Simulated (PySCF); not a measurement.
B(F)3 cation (BF3), SMILES FB(F)F (connectivity only; charge and spin as stated), charge +1, multiplicity 2. Atoms are numbered in the order given.

```xyz
4

B      0.0000     0.0000    -0.1798
F      0.0000     0.0000    -1.4323
F      0.0000    -0.9856     0.7661
F      0.0000     0.9856     0.7661
```
Charge +1, spin multiplicity 2.

Geometry: ωB97X-D3(BJ)/def2-TZVP. The spin state was assumed, not searched. The isomer is the one that the SMILES or the coordinates give; other isomers of the formula were not compared.

Two levels are set side by side: PBE/pcH-1 (PySCF) and PBE0/pcH-1 (PySCF). Contact hyperfine couplings, same geometry. Differences are taken from unrounded values.

```tsv
quantity	PBE0
A(iso) of 11B, atom B1 (MHz)	-39.1
A(iso) of 19F, atom F2 (MHz)	-9.5
A(iso) of 19F, atom F3 (MHz)	187.4
A(iso) of 19F, atom F4 (MHz)	187.4
```

Q: What does PBE give, and how far is it from PBE0? (Estimate from the structure and the level; the computed values follow.)

A: 
| quantity | PBE | PBE minus PBE0 |
|---|---|---|
| A(iso) of 11B, atom B1 (MHz) | -29.0 | 10.1 |
| A(iso) of 19F, atom F2 (MHz) | -0.4 | 9.0 |
| A(iso) of 19F, atom F3 (MHz) | 100.2 | -87.2 |
| A(iso) of 19F, atom F4 (MHz) | 100.2 | -87.2 |

Rough cost on one machine, each run with all the roots and properties that it gave: PBE0 against PBE within a factor of 2.
